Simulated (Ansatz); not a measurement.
The input, for Ansatz 0.2.0:

```yaml
crystal:
  periodic: [false, false, false]
  atoms:
    - {symbol: B, position_ang: [0.019891, -0.080662, -0.001179]}
    - {symbol: H, position_ang: [-0.144983, 0.448796, -1.080659]}
    - {symbol: H, position_ang: [-0.068363, 0.416372, 1.093307]}
basis:
  gaussian: {orbitals: "6-31++G**"}
total_charge: -1
magnetization: {spin_polarized: false, initial_magnetization: 2}
correlation: {active_space: {ras: {orbitals: [2, 2, 26], electrons: 6, max_holes: 2, max_particles: 2}, fixed_orbitals: true}}
```

```sh
$ ansatz run in.yaml --threads 1 --pin off --events-out ev --progress --plain --max-ram 2393MiB
```

Log:

```
281 factors; integrals over basis functions are off by at most 1.2e-3 eV
mean field evaluation 1: about -697.8279 eV, gradient 1.6e1 eV
mean field evaluation 2: about -697.8393 eV, gradient 1.6e1 eV
mean field evaluation 4: about -700.2373 eV, gradient 1.9e0 eV
mean field evaluation 8: about -700.2990 eV, gradient 5.2e-3 eV
mean field -700.29904971 eV, -25.7355153973 hartree, gradient 3.6e-6 eV, S^2 2.000000; 0 other end points of the search recorded, 0 dependent functions left out
reference -700.29904971 eV, -25.7355153973 hartree; 5, 3 occupied and 26, 28 virtual orbitals, 281 factors
state -702.97050973 eV, -25.8336897421 hartree
Total energy: -702.97050973 eV, -25.8336897421 hartree
```

Natural occupations: 1.9652 1.9621 0.9882 0.9869 0.0201 0.0172 0.0146 0.0113 0.0091 0.0086 0.0035 0.0025 0.0022 0.0020 0.0014 0.0008 0.0007 0.0007 0.0006 0.0005 0.0004 0.0004 0.0003 0.0003.

For the same geometry and basis full CI lies 150.6 meV lower.

Ran on 1 thread of Intel Xeon, shared host: 0.48 s wall, 0.13 GiB peak host memory.
